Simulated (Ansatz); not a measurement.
Isomers

Structures of BSiNH6, closed shell, relaxed at PBE0-D4/def2-TZVP (vibrations not checked; lower isomers may exist, and structures with a doubtful reference or unclear bonds are left out). Computed with Ansatz 0.2.0 (basis: def2-TZVPP); correlated methods freeze the cores. B3LYP uses VWN-RPA correlation.

Q: Rank them by CCSD(T) energy, lowest first, and give each one's height above the lowest. Links in brackets join atoms within 1.22 times the sum of their covalent radii (1.1 for two metals). (Judge from chemistry; the value comes from the calculation.)
A.
BSiNH₆ ([BH2][NH][SiH3])
```
9
angstrom
N -0.0142 0.6353 -0.0083
B -0.8269 0.6953 -1.1450
Si 0.5695 -0.8066 0.7826
H -1.1808 -0.3272 -1.6590
H -1.1539 1.7609 -1.5837
H 0.2635 1.5191 0.3968
H 0.0501 -1.9717 0.0324
H 2.0563 -0.8221 0.7983
H 0.1010 -0.8487 2.1932
```
B.
BSiNH₆ ([NH3][B][SiH3])
```
9
angstrom
N -0.7367 0.5752 -1.3178
B -0.0427 0.9160 0.1159
Si 0.5067 -0.8963 0.9005
H -1.1965 -0.3325 -1.4833
H -1.3624 1.3232 -1.5984
H 0.0646 0.6394 -1.9531
H -0.1554 -2.1269 0.3136
H 1.9742 -1.0690 0.6590
H 0.2894 -0.9578 2.3722
```
C.
BSiNH₆ ([BH2]1[NH2][SiH2]1)
```
9
angstrom
B -0.7591 0.2500 -0.7790
Si -0.1740 -1.1444 0.4851
N 0.4569 0.5977 0.2087
H -1.7656 0.8356 -0.5030
H -0.4128 0.1213 -1.9173
H 0.2926 1.2917 0.9233
H 1.3702 0.7226 -0.2032
H 1.0103 -2.0229 0.2860
H -0.5554 -1.1962 1.9224
```
D.
BSiNH₆ ([BH2][SiH2][NH2])
```
9
angstrom
B -1.0446 0.7667 -1.0051
Si 0.5901 0.2022 0.0032
N 0.3226 -1.2486 0.8963
H -2.1422 0.3676 -0.7397
H -0.9597 1.5810 -1.8779
H 0.9504 1.4113 0.8254
H 1.7620 -0.0283 -0.8881
H 1.0755 -1.6776 1.4101
H -0.5542 -1.3742 1.3758
```

A: The calculation gives: A (0.0 kJ/mol), C (134.7 kJ/mol), D (168.3 kJ/mol), B (465.8 kJ/mol). Heights count from the lowest.

Q: Do PBE-D4, r2SCAN-D4, PBE0-D4, B3LYP-D4, wB97M-V, HF, MP2 give the same order? (A judgement: the text doesn't fix the answer.)

A: By the calculation: Lowest first: HF A < D < C < B. The others agree with CCSD(T).

The T1 diagnostic stays at or below 0.015. The restricted Hartree–Fock reference is unstable towards an unrestricted one at one or more of these structures.

For scale, one of the runs: CCSD(T)/def2-TZVPP, 188 basis functions, launched by `ansatz run in.yaml --threads 2 --pin off --events-out ev --progress --plain --max-ram 4352MiB`. Time: 39 s of wall clock on 2 CPU threads of an Arm Neoverse V1; the host was shared. Peak host memory: 1.9 GiB.
